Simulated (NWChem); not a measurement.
All runs are NWChem calculations. System: Li₂, charge 1, spin multiplicity 2, at the geometry of a parent with another charge or spin, in a state set for the comparison that need not be this species' ground state. Its SCF solution wasn't tested for a lower state. Level: UMP2/def2-TZVPD, no orbitals frozen.

NWChem printed:

```
             Northwest Computational Chemistry Package (NWChem) 7.3.0
             --------------------------------------------------------

                                NWChem Input Module
                                -------------------

 Scaling coordinates for geometry "geometry" by  1.889725989
 (inverse scale =  0.529177249)

 Turning off AUTOSYM since
 SYMMETRY directive was detected!

                             Geometry "geometry" -> ""
                             -------------------------

 Output coordinates in angstroms (scale by  1.889725989 to convert to a.u.)

  No.       Tag          Charge          X              Y              Z
 ---- ---------------- ---------- -------------- -------------- --------------
    1 Li                   3.0000     0.00000000     0.00000000     1.39355900
    2 Li                   3.0000     0.00000000     0.00000000    -1.39355900

 Effective nuclear repulsion energy (a.u.)       1.7087885195

            Nuclear Dipole moment (a.u.)
            ----------------------------
        X                 Y               Z
 ---------------- ---------------- ----------------
     0.0000000000     0.0000000000     0.0000000000

      Symmetry information
      --------------------

 Group name             D2h
 Group number             26
 Group order               8
 No. of unique centers     1

      Symmetry unique atoms

     1


 Summary of "ao basis" -> "" (spherical)
 ------------------------------------------------------------------------------
       Tag                 Description            Shells   Functions and Types
 ---------------- ------------------------------  ------  ---------------------
 *                         def2-tzvpd                 on all atoms

 Summary of "ao basis" -> "ao basis" (spherical)
 ------------------------------------------------------------------------------
       Tag                 Description            Shells   Functions and Types
 ---------------- ------------------------------  ------  ---------------------
 Li                        def2-tzvpd                9       17   5s4p

                                 NWChem SCF Module
                                 -----------------

  ao basis        = "ao basis"
  functions       =    34
  atoms           =     2
  alpha electrons =     3
  beta  electrons =     2
  charge          =   1.00
  wavefunction    = UHF
  use symmetry    = T
  symmetry adapt  = T

 Summary of "ao basis" -> "ao basis" (spherical)
[...]
     2   0 2 0     -4.509648     -4.211222     -0.298426      0.000000
     2   0 1 1      0.000000      0.000000      0.000000      0.000000
     2   0 0 2      9.781783    -17.642765    -14.185637     41.610185

                   NWChem MP2 Semi-direct Energy/Gradient Module
                   ---------------------------------------------

  Basis functions       =     34
  Molecular orbitals    =     34
  Frozen core           =      0
  Frozen virtuals       =      0
  Active alpha occupied =      3
  Active beta occupied  =      2
  Active alpha virtual  =     31
  Active beta virtual   =     32
  Use MO symmetry       = T
  Use skeleton AO sym   = T

  AO/Fock/Back tols     =   1.0D-09  1.0D-09  1.0D-09

 GA uses MA = F    GA memory limited = T

 Available:
  local mem=  1.26D+08
 global mem=  1.44D+08
 local disk=  0.00D+00
  mp2_memr nvloc                    31
  nvloc new                    31
   1 passes of   3:        2097152                       3211                    182580.
   1 passes of   3: M    126155382           G      144176888           F     124058230.

 Semi-direct pass number   1 of   1  for UHF alpha       at        0.1s
  vrange nnbf                   571
  mp2_eaftype                    10  avail_ma_in_mb                  1099
 EAF : mp2_eaftype filesize          10      91290.
  mp2_eaf for mointskh                     10
Node 0 wrote      0.4 Mb in      0.0 s     Agg I/O rate:  1415.0 Mb/s
 Done moints_semi at        0.2s
  mp2_eaftype                    10  avail_ma_in_mb                  1089
 EAF : mp2_eaftype filesize          10      91290.
  mp2_eaf for kh                    10
 Done maket at        0.2s
 Done multipass loop at        0.2s

 GA uses MA = F    GA memory limited = T

 Available:
  local mem=  1.26D+08
 global mem=  1.44D+08
 local disk=  0.00D+00
  mp2_memr nvloc                    32
  nvloc new                    32
   1 passes of   2:        2097152                       2945                    126279.
   1 passes of   2: M    126155382           G      144176888           F     124058230.

 Semi-direct pass number   1 of   1  for UHF beta        at        0.2s
  vrange nnbf                   571
  mp2_eaftype                    10  avail_ma_in_mb                  1099
 EAF : mp2_eaftype filesize          10      63140.
  mp2_eaf for mointskh                     10
Node 0 wrote      0.3 Mb in      0.0 s     Agg I/O rate:  2320.1 Mb/s
 Done moints_semi at        0.2s
  mp2_eaftype                    10  avail_ma_in_mb                  1089
 EAF : mp2_eaftype filesize          10      63140.
  mp2_eaf for kh                    10
 Done maket at        0.2s
 Done multipass loop at        0.2s

          -------------------------------------------
          SCF energy                 -14.708269458517
          Correlation energy          -0.061081907416
          Singlet pairs                0.000000000000
          Triplet pairs                0.000000000000
          Total MP2 energy           -14.769351365933
          -------------------------------------------

          ---------------------------------------------------
                    Spin Component Scaled (SCS) MP2
          Same spin pairs                     -0.000458589758
          Same spin scaling factor             0.333333333333
          Opposite spin pairs                 -0.060623317658
          Opposite spin scaling fact.          1.200000000000
          SCS-MP2 correlation energy          -0.072900844442
          Total SCS-MP2 energy               -14.781170302959
          ---------------------------------------------------

 -----------------------
 Performance information
 -----------------------

 Timer overhead =  1.62D-07 seconds/call

               Nr. of calls         CPU time (s)                 Wall time (s)                GFlops
             ---------------    -------------------     ------------------------------   -------------------
Name         Min   Avg   Max    Min     Avg     Max     Min     Avg     Max   Mx/calls   Min     Max     Sum
mp2: moin     2     2     2   8.05E-2 8.05E-2 8.05E-2  8.05E-2 8.05E-2 8.05E-2 4.02E-2   0.0     0.0     0.0
mp2: make     2     2     2   7.20E-3 7.20E-3 7.20E-3  7.20E-3 7.20E-3 7.20E-3 3.60E-3   0.0     0.0     0.0
mp2: tota     1     1     1   9.80E-2 9.80E-2 9.80E-2  9.80E-2 9.80E-2 9.80E-2 9.80E-2   0.0     0.0     0.0

 The average no. of pstat calls per process was 5.00D+00
 with a timing overhead of 8.10D-07s

 Task  times  cpu:        0.2s     wall:        0.2s

 Total times  cpu:        0.2s     wall:        0.2s
```

**Question.** Write an NWChem input that would produce this output.

**Answer.** This is not unique; one that fits is 
```
start mol
memory heap 200 mb stack 900 mb global 1100 mb
charge 1
geometry units angstroms nocenter noautoz
  Li     0.000000     0.000000     1.393559
  Li     0.000000     0.000000    -1.393559
  symmetry group D2h
end
basis spherical
  * library def2-tzvpd
end
scf
  uhf
  nopen 1
  maxiter 100
  thresh 1e-7
  semidirect memsize 60000000 filesize 0
  # guess.movecs holds the orbitals of an unrestricted PBE0 run
  vectors input guess.movecs output mol.movecs
end
mp2
end
task mp2 energy
```
